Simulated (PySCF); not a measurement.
**Static response to an electric field**

Compound: C₅H₇F.
Cartesian coordinates in Å at the PBE0-D3(BJ)/def2-SVP level; atoms count from 1:
```
atom  x, y, z in Å
C1     0.9355   -1.1562    0.6362
C2     0.0714   -0.2179   -0.1278
C3    -1.3979   -0.1587   -0.3600
C4    -0.6873    1.0207    0.2103
C5     0.4166    1.0733   -0.7766
F6     1.5719    1.6448   -0.3480
H7     1.8394   -0.6346    0.9834
H8     1.2508   -2.0088    0.0140
H9     0.4054   -1.5564    1.5143
H10   -1.8072   -0.1189   -1.3817
H11   -2.0103   -0.7373    0.3406
H12   -0.8248    1.5766    1.1369
H13    0.2516    1.2768   -1.8472
```

Level: B3LYP/def2-SVPD (PySCF), static field, nuclei fixed, core orbitals frozen in the response. The polarisability tensor in these axes (au):

```
x   60.09 -0.23  1.15
y   -0.23 58.62 -2.94
z    1.15 -2.94 53.31
```

Problem. What are the eigenvalues, a third of the trace, and Δα (Δα² = ½Σ(αi − αj)² over the three pairs)?

Solution. Principal values 51.89, 59.37 and 60.75 au; mean 57.34 au = 8.50 Å³ = 9.45 × 10⁻⁴⁰ C²·m²/J; Δα = 8.26 au (14 % of the mean).

Problem. What is the dipole moment, and where does it point?

Solution. (-1.15, -1.14, 0.34) D, 1.66 D in size, pointing from the negative to the positive side. Measured along this direction, the outermost atoms are F6 at the negative end and H11 at the positive end.

Problem. What molar refraction does this α imply?

Solution. Lorentz–Lorenz: R = (4π/3)N_A α = 2.5225 cm³/(mol·Å³) × 8.50 Å³ = 21.4 cm³/mol, in the limit of long wavelengths.

Problem. Find the Langevin capture rate constant for H3+ (3.023 u) meeting this molecule (86.053 u), k = 2.342 × 10⁻⁹ cm³/s × √(α in Å³ / reduced mass in u).

Solution. The reduced mass is 2.92 u, so k = 3.99 × 10⁻⁹ cm³/s. The formula leaves out the permanent dipole, which adds to the capture rate.

Problem. Refractivity n − 1 of an ideal gas of it at 273.15 K and 1 atm, from the electronic α?

Solution. N = p/kT = 2.6868 × 10¹⁹ cm⁻³, so n − 1 = 2π × N × 8.50 × 10⁻²⁴ cm³ = 1434 × 10⁻⁶ at long wavelengths.

Problem. Give the eigenvalues of the traceless quadrupole moment Θ = ½Σq(3rr − r²1), origin at the centre of nuclear charge.

Solution. -4.08, 0.63, 3.45 D·Å. The values depend on the origin, since the dipole doesn't vanish. The electronic extent ⟨r²⟩ about the same centre is 525 bohr², a root-mean-square distance of 1.79 Å for the 46 electrons.

Problem. Give the principal axes and the span of the nuclei along them.

Solution. Largest value along (0.77, -0.54, 0.33), where the nuclei span 3.88 Å; middle along (0.63, 0.74, -0.24), 4.18 Å; least along (-0.12, 0.39, 0.91), 2.96 Å. The strongest response doesn't lie along the longest of the three spans.

Isolated species at its PBE0-D3(BJ)/def2-SVP geometry, gas phase.

These values come from a run that also computed excited states. The run took 74 s wall, 41 s CPU on x86-64 server, one thread, shared host.
